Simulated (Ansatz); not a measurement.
A made-up structure of CH₅BN (charge -1), singlet:

| atom | x (Å) | y (Å) | z (Å) |
| --- | --- | --- | --- |
| C1 | -0.8491 | 0.7108 | -0.6709 |
| B2 | 0.7332 | -1.0570 | 0.4444 |
| N3 | -0.0382 | 0.2173 | 0.4386 |
| H4 | -0.9458 | 0.1988 | -1.6349 |
| H5 | -1.4487 | 1.6196 | -0.6068 |
| H6 | 0.0320 | 0.7190 | 1.3239 |
| H7 | 0.9482 | -1.5029 | -0.5936 |
| H8 | 1.6983 | -1.0627 | 1.0699 |

It is relaxed with PBE-D4/def2-SVPD and then PBE0-D4/def2-TZVPD (Ansatz 0.2.0). Atoms count as bonded within 1.22 times the sum of their covalent radii (H–H: 0.88 Å). The end point is not checked to be a true minimum.

Question: Does its bonding change? (A judgement: the text doesn't fix the answer.)

Answer: The calculation gives: No: no bond forms or breaks.

Where it ends: The first stage lowers the energy by 0.89 eV in 7 steps. It ends as CH₅BN ([BH2][NH][CH2]), total charge -1:
```xyz
8
angstrom
C -0.6912 0.9306 -0.7382
B 0.8263 -0.9003 0.3212
N 0.0628 0.2568 0.2795
H -0.8863 0.2356 -1.5646
H -1.6531 1.2719 -0.3256
H 0.1296 0.8286 1.1099
H 0.8527 -1.6558 -0.6254
H 1.4890 -1.1244 1.3137
```

The highest PBE0 orbital of the anion lies well above zero, so the extra electron may be unbound in the gas phase.

Labels in which every atom is bracketed show which atoms are joined, not bond orders.

For scale, one of the runs: PBE0-D4/def2-TZVPD relaxation, 156 basis functions, launched by `ansatz run in.yaml --threads 2 --pin off --events-out ev --progress --plain --max-ram 4352MiB`. The run took about 21 s on 2 CPU threads of an Arm Neoverse V1 (shared host).
